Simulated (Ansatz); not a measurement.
The same path of BFH$_{4}$Si (7 atoms, charge 0, multiplicity 1) was run twice with different band settings. The coordinate that changes most is the dihedral F1–B2–Si3–H5.

Method: RKS revPBE-D4/def2-SVP (Ansatz 0.2.0).

Relaxed end points:

```xyz
7
Properties=species:S:1:pos:R:3
F -1.385 -1.611 0.622
B -0.191 -1.179 0.203
Si 0.144 0.807 -0.166
H 0.680 -2.032 0.072
H 0.763 0.970 -1.533
H 1.148 1.320 0.840
H -1.097 1.656 -0.084
```

```xyz
7
Properties=species:S:1:pos:R:3
F -0.415 -2.071 -0.701
B -0.231 -1.159 0.260
Si 0.177 0.794 -0.197
H -0.321 -1.562 1.414
H 0.238 1.074 -1.675
H 1.495 1.181 0.429
H -0.882 1.674 0.424
```

Common settings: movable images 7; spring 5.0 eV/Å²; start path through a guess of the saddle point; force threshold 0.05 eV/Å; iteration limit 60; end points relaxed.

| run | climbing image | optimiser |
| --- | --- | --- |
| 1 | yes | quadratic models (default) |
| 2 | from the first iteration | lbfgs |

(1) What does each run give, and how far can it be trusted?

Results:

(1) Run 1: converged after 8 iterations, highest image 0.011 eV above the first end. A vibrational analysis at the climbing image gives one clearly imaginary mode, 67i cm⁻¹: a first-order saddle point.
Run 2: converged after 25 iterations, highest image 0.011 eV above the first end. Another band between the same ends (7 images) ends at a top of the same energy, where a vibrational analysis finds 1 clearly imaginary mode.
